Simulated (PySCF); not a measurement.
Atomic charges against the basis set

AlH6NSi.
Cartesian coordinates in Å at the PBE0-D3(BJ)/def2-SVP level; atoms count from 1:
```
atom  x, y, z in Å
Al1    1.9026   -0.1103    0.0426
N2     0.2117    0.0037    0.6204
Si3   -1.2723    0.0667   -0.2923
H4     3.0483   -0.1279    1.1403
H5     2.1521   -0.1859   -1.5204
H6     0.0800    0.0511    1.6298
H7    -2.2031   -1.0516    0.0647
H8    -2.0225    1.3454   -0.0748
H9    -0.9152   -0.0422   -1.7381
```

PBE0 throughout (PySCF), one geometry, spherical d and f functions. Isolated species at its PBE0-D3(BJ)/def2-SVP geometry, gas phase. Atoms taken as equivalent share a column and are averaged.

Mulliken charges (e):

```json
{"basis": "STO-3G", "functions": "29", "Al1": "+0.789", "N2": "-0.675", "Si3": "+0.619", "H4/H5": "-0.238", "H6": "+0.142", "H7/H8/H9": "-0.133"}
{"basis": "6-31G", "functions": "47", "Al1": "+0.795", "N2": "-1.191", "Si3": "+0.745", "H4/H5": "-0.178", "H6": "+0.357", "H7/H8/H9": "-0.116"}
{"basis": "pcSseg-0", "functions": "47", "Al1": "+0.979", "N2": "-1.270", "Si3": "+0.689", "H4/H5": "-0.250", "H6": "+0.349", "H7/H8/H9": "-0.082"}
{"basis": "6-31G*", "functions": "62", "Al1": "+0.467", "N2": "-0.892", "Si3": "+0.503", "H4/H5": "-0.099", "H6": "+0.364", "H7/H8/H9": "-0.082"}
{"basis": "cc-pVDZ", "functions": "80", "Al1": "+0.399", "N2": "-0.476", "Si3": "+0.322", "H4/H5": "-0.099", "H6": "+0.138", "H7/H8/H9": "-0.061"}
{"basis": "def2-SVP", "functions": "80", "Al1": "+0.584", "N2": "-0.615", "Si3": "+0.464", "H4/H5": "-0.166", "H6": "+0.171", "H7/H8/H9": "-0.091"}
{"basis": "aug-cc-pVDZ", "functions": "131", "Al1": "+0.200", "N2": "-0.640", "Si3": "-0.298", "H4/H5": "+0.130", "H6": "-0.086", "H7/H8/H9": "+0.188"}
{"basis": "6-311+G(2d,p)", "functions": "133", "Al1": "+0.805", "N2": "-1.190", "Si3": "+0.626", "H4/H5": "-0.132", "H6": "+0.248", "H7/H8/H9": "-0.075"}
{"basis": "def2-TZVP", "functions": "141", "Al1": "+0.358", "N2": "-0.524", "Si3": "+0.227", "H4/H5": "-0.094", "H6": "+0.229", "H7/H8/H9": "-0.034"}
{"basis": "cc-pVTZ", "functions": "182", "Al1": "+0.277", "N2": "-0.259", "Si3": "+0.185", "H4/H5": "-0.103", "H6": "+0.127", "H7/H8/H9": "-0.041"}
{"basis": "IGLO-III", "functions": "183", "Al1": "+0.794", "N2": "-0.774", "Si3": "+0.810", "H4/H5": "-0.248", "H6": "+0.202", "H7/H8/H9": "-0.179"}
```

IAO charges (e):

| basis | functions | Al1 | N2 | Si3 | H4/H5 | H6 | H7/H8/H9 |
| --- | --- | --- | --- | --- | --- | --- | --- |
| STO-3G | 29 | +1.009 | -0.905 | +0.710 | -0.292 | +0.178 | -0.136 |
| 6-31G | 47 | +0.656 | -0.876 | +0.579 | -0.173 | +0.269 | -0.094 |
| pcSseg-0 | 47 | +0.678 | -0.876 | +0.579 | -0.182 | +0.259 | -0.092 |
| 6-31G* | 62 | +0.731 | -0.927 | +0.713 | -0.195 | +0.264 | -0.130 |
| cc-pVDZ | 80 | +0.726 | -0.922 | +0.707 | -0.195 | +0.265 | -0.129 |
| def2-SVP | 80 | +0.749 | -0.922 | +0.726 | -0.204 | +0.261 | -0.135 |
| aug-cc-pVDZ | 131 | +0.739 | -0.940 | +0.707 | -0.197 | +0.271 | -0.128 |
| 6-311+G(2d,p) | 133 | +0.765 | -0.964 | +0.742 | -0.203 | +0.272 | -0.137 |
| def2-TZVP | 141 | +0.772 | -0.966 | +0.753 | -0.205 | +0.271 | -0.140 |
| cc-pVTZ | 182 | +0.761 | -0.958 | +0.737 | -0.202 | +0.271 | -0.136 |
| IGLO-III | 183 | +0.771 | -0.967 | +0.750 | -0.205 | +0.272 | -0.139 |

Hirshfeld charges (e):

```
        basis  functions     Al1      N2     Si3   H4/H5      H6  H7/H8/H9
       STO-3G         29  +0.575  -0.392  +0.395  -0.184  +0.072    -0.094
        6-31G         47  +0.479  -0.388  +0.331  -0.154  +0.113    -0.076
     pcSseg-0         47  +0.495  -0.377  +0.350  -0.166  +0.110    -0.082
       6-31G*         62  +0.479  -0.373  +0.319  -0.155  +0.121    -0.079
      cc-pVDZ         80  +0.493  -0.364  +0.330  -0.162  +0.115    -0.083
     def2-SVP         80  +0.501  -0.367  +0.337  -0.165  +0.116    -0.086
  aug-cc-pVDZ        131  +0.516  -0.395  +0.336  -0.162  +0.111    -0.081
6-311+G(2d,p)        133  +0.518  -0.393  +0.337  -0.162  +0.110    -0.083
    def2-TZVP        141  +0.511  -0.387  +0.331  -0.162  +0.115    -0.082
      cc-pVTZ        182  +0.509  -0.384  +0.331  -0.162  +0.114    -0.082
     IGLO-III        183  +0.510  -0.387  +0.327  -0.160  +0.112    -0.081
```

ESP-fitted charges (e):

```csv
basis,functions,Al1,N2,Si3,H4/H5,H6,H7/H8/H9
STO-3G,29,+0.743,-0.516,+0.460,-0.255,+0.164,-0.113
6-31G,47,+0.842,-0.879,+0.622,-0.266,+0.347,-0.133
pcSseg-0,47,+1.014,-0.934,+0.705,-0.336,+0.349,-0.154
6-31G*,62,+0.772,-0.755,+0.507,-0.248,+0.321,-0.116
cc-pVDZ,80,+0.763,-0.697,+0.443,-0.248,+0.297,-0.103
def2-SVP,80,+0.827,-0.719,+0.504,-0.273,+0.295,-0.120
aug-cc-pVDZ,131,+0.826,-0.762,+0.500,-0.263,+0.306,-0.115
"6-311+G(2d,p)",133,+0.840,-0.781,+0.485,-0.266,+0.319,-0.110
def2-TZVP,141,+0.843,-0.756,+0.484,-0.271,+0.310,-0.113
cc-pVTZ,182,+0.827,-0.736,+0.488,-0.267,+0.300,-0.115
IGLO-III,183,+0.848,-0.767,+0.492,-0.271,+0.310,-0.114
```

Some averages cover members that differ in this geometry, most widely: H4/H5, Mulliken in aug-cc-pVDZ +0.112 to +0.149; H7/H8/H9, Mulliken in pcSseg-0 -0.092 to -0.062; H4/H5, ESP-fitted in def2-TZVP -0.285 to -0.257; H4/H5, ESP-fitted in 6-311+G(2d,p) -0.280 to -0.252 e.

Which scheme is steadiest as the basis changes?

Largest range over the bases for any column: Hirshfeld 0.10 e, IAO 0.35 e, ESP-fitted 0.42 e, Mulliken 1.11 e. Hirshfeld charges move least and Mulliken charges most, counted in e. Without the minimal STO-3G basis the ranges are Hirshfeld 0.04, IAO 0.17, ESP-fitted 0.26, Mulliken 1.11 e.

How much do the charges still move between the two largest bases, cc-pVTZ and IGLO-III?

At most, over all atoms: Mulliken 0.625 e, IAO 0.013 e, Hirshfeld 0.004 e, ESP-fitted 0.031 e.

What do the same runs give for the total energy, the frontier levels and the dipole moment?

| basis | energy (Eh) | HOMO (eV) | LUMO (eV) | μ (D) |
| --- | --- | --- | --- | --- |
| STO-3G | -583.0007 | -3.55 | 5.23 | 0.62 |
| 6-31G | -589.8942 | -7.42 | -0.88 | 0.87 |
| pcSseg-0 | -589.2489 | -7.60 | -0.84 | 0.97 |
| 6-31G* | -589.9629 | -7.55 | -0.83 | 0.97 |
| cc-pVDZ | -589.9956 | -7.59 | -0.90 | 0.92 |
| def2-SVP | -589.7939 | -7.64 | -0.84 | 0.95 |
| aug-cc-pVDZ | -590.0035 | -7.68 | -1.07 | 0.85 |
| 6-311+G(2d,p) | -590.0406 | -7.72 | -1.05 | 0.88 |
| def2-TZVP | -590.0495 | -7.73 | -0.96 | 0.93 |
| cc-pVTZ | -590.0502 | -7.71 | -0.97 | 0.90 |
| IGLO-III | -590.0509 | -7.71 | -0.91 | 0.89 |

The dipole is fixed by the density alone, so its range of 0.35 D shows that the density itself changes with the basis, not only its division among atoms.
